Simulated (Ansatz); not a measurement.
in.yaml

```yaml
crystal:
  periodic: [false, false, false]
  atoms:
    - {symbol: P, position_ang: [0.080212, 0.000000, 0.000000]}
    - {symbol: H, position_ang: [0.284052, 0.000000, -2.662786]}
    - {symbol: H, position_ang: [-1.516504, 1.895542, 0.000000]}
    - {symbol: H, position_ang: [-1.516504, -1.895542, 0.000000]}
    - {symbol: H, position_ang: [0.284052, 0.000000, 2.662786]}
basis:
  gaussian: {orbitals: 6-31G}
magnetization: {spin_polarized: false, initial_magnetization: 1}
correlation: {method: fic_mrcisd_q, electrons: outside_noble_gas, active_space: {window: {electrons: 9, orbitals: 8}, shells: [{species: H, l: s, shell: 1}, {species: P, l: s, shell: 3}, {species: P, l: p, shell: 3}]}}
```

```sh
$ ansatz run in.yaml --threads 1 --pin off --events-out ev --progress --plain --max-ram 2393MiB
```

Output:

```
446 factors; integrals over basis functions are off by at most 6.1e-8 eV
mean field evaluation 1: about -9318.8957 eV, gradient 6.3e0 eV
mean field evaluation 2: about -9318.8945 eV, gradient 6.3e0 eV
mean field evaluation 4: about -9319.1609 eV, gradient 6.5e-1 eV
mean field evaluation 8: about -9319.1645 eV, gradient 4.5e-2 eV
mean field evaluation 16: about -9319.1645 eV, gradient 3.8e-4 eV
mean field evaluation 32: about -9319.1645 eV, gradient 6.0e-6 eV
mean field -9320.06675511 eV, -342.5061358821 hartree, gradient 2.8e-6 eV, S^2 0.750000; 2 other end points of the search recorded, 0 dependent functions left out
reference -9320.06675511 eV, -342.5061358821 hartree; 10, 9 occupied and 11, 12 virtual orbitals, 446 factors
state -9326.18481446 eV, -342.7309704163 hartree
contracted CI cycle   1: correlation 0.00000000 eV, 0.0000000000 hartree, residual 4.79e0 eV
contracted CI cycle   2: correlation -0.54378341 eV, -0.0199836717 hartree, residual 1.06e0 eV
contracted CI cycle   3: correlation -0.56698681 eV, -0.0208363811 hartree, residual 1.88e-1 eV
contracted CI cycle   4: correlation -0.56773801 eV, -0.0208639872 hartree, residual 3.97e-2 eV
contracted CI cycle   5: correlation -0.56776896 eV, -0.0208651246 hartree, residual 9.64e-3 eV
contracted CI cycle   6: correlation -0.56777076 eV, -0.0208651905 hartree, residual 2.29e-3 eV
contracted CI cycle   7: correlation -0.56777086 eV, -0.0208651943 hartree, residual 4.82e-4 eV
state -9326.18481446 eV, -342.7309704163 hartree; corrected -9326.76113168 eV, -342.7521496835 hartree
Total energy: -9326.76113168 eV, -342.7521496835 hartree
Checks for a lower state left out: starts, orbital_swaps
```

Natural occupations: 1.9955 1.6558 1.6306 1.5665 1.0003 0.4347 0.3714 0.3452.

For the same geometry and basis full CI lies 8.3 meV lower.

Ran on 1 thread of Arm Neoverse V1, shared host: 2.7 s wall, 0.18 GiB peak host memory.
